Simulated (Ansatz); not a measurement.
A calculation with Ansatz (development build ahead of 0.2.0).

```yaml
crystal:
  periodic: [false, false, false]
  atoms:
    - { symbol: Na, position_ang: [0.0, 0.0, 0.0] }
    - { symbol: H, position_ang: [3.54659, 0.0, 2.04762] }
    - { symbol: H, position_ang: [-2.38564, 0.0, 1.37735] }
basis:
  gaussian: { orbitals: STO-3G }
total_charge: -1
hamiltonian:
  xc: hf
correlation:
  method: fci
  frozen_orbitals: { H: 0, Na: 1 }
```

The input is written out in the form of the current development build from the run's settings.

Results

```yaml
Converged: yes
Total_energy: -160.42324 hartree
State: lowest singlet root, of any spatial symmetry
```

Caution: no diffuse functions for an anion.
